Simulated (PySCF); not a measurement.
## Relaxation of triplet CN2

Computed with UB3LYP in PySCF with C def2-TZVP, N def2-TZVP; no relativity; density-fitted integrals. A (50,194) grid was used.

A hand-made bent start, of C2v symmetry, held to at least that symmetry:

```xyz
3
charge 0 multiplicity 3, angstrom
C     0.0000    0.0000   -0.5099
N     1.0403    0.0000    0.2185
N    -1.0403    0.0000    0.2185
```

Optimiser trace:
| step | E − E(last) (kJ/mol) | largest gradient (Eh/bohr) |
| --- | --- | --- |
| 0 | 220.26 | 0.11864 |
| 1 | 85.90 | 0.08813 |
| 2 | 24.02 | 0.03944 |
| 3 | 5.43 | 0.02149 |
| 4 | 0.34 | 0.00394 |
| 5 | 0.09 | 0.00512 |
| 6 | 0.00 | 0.00013 |
| 7 | 0.00 | 0.00001 |

It ends at D∞h with C–N 1.224 Å (×2); N–C–N 180.0°. A frequency run shows a minimum. Other isomers or separated fragments may lie lower.

Final geometry:
```xyz
3
charge 0 multiplicity 3, angstrom
C     0.0000    0.0000    0.0000
N     1.2242    0.0000    0.0000
N    -1.2242    0.0000    0.0000
```

The relaxation took 6.2 s on 4 threads of a shared Intel Xeon 6975P-C (Granite Rapids) host, with 93 basis functions and 8 gradients; the process peaked at 0.49 GiB. Launch command: `OMP_NUM_THREADS=4 python axn.py task.json out`.
